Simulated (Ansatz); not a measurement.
## Formulas on structure types

Theory: Ansatz 0.2.0, DFT r2SCAN, scalar-relativistic, plane waves, PAW. All cells share a 500 eV cutoff and Γ-centred k meshes spaced at most 0.3 Å⁻¹ (0.19 for metals, 2π included).

Each formula was placed on the sites of the named type and relaxed at zero pressure without lowering the symmetry. No run is spin-polarised. The smearing is 0.1 eV for metals and 0.01 to 0.02 eV otherwise. Energies over the elements count from the elements' standard structures at the same level, with no empirical corrections.

For metals, differences of a few meV/atom aren't resolved. No dispersion correction is applied, so the spacing between layers, chains or molecules is poorly fixed, and with it the volume and density (B P6_3/mmc). Spin–orbit coupling is left out.

| formula | started on type | final group | a or a / b (Å) | c (Å) | V (Å³/atom) | E over elements (eV/atom) | gap on mesh (eV) |
| --- | --- | --- | --- | --- | --- | --- | --- |
| B | lonsdaleite | P6/mmm | 3.00 | 1.95 | 7.6 | ? | 0.00 |
| B | simple cubic | Pm-3m | 1.89 | 1.89 | 6.7 | 1.21 | 0.00 |
| B | hcp | P6_3/mmc | 1.71 | 7.44 | 9.4 | 0.75 | 0.00 |
| Si2Sn | cubic Laves (C15) | Fd-3m | 7.63 | 7.63 | 18.5 | 0.66 | 0.00 |
| Tl2Br | cubic Laves (C15) | Fd-3m | 9.23 | 9.23 | 32.8 | -0.38 | 0.00 |

(1) E over elements (eV/atom) of B on the lonsdaleite type?

Answers

(1) 0.79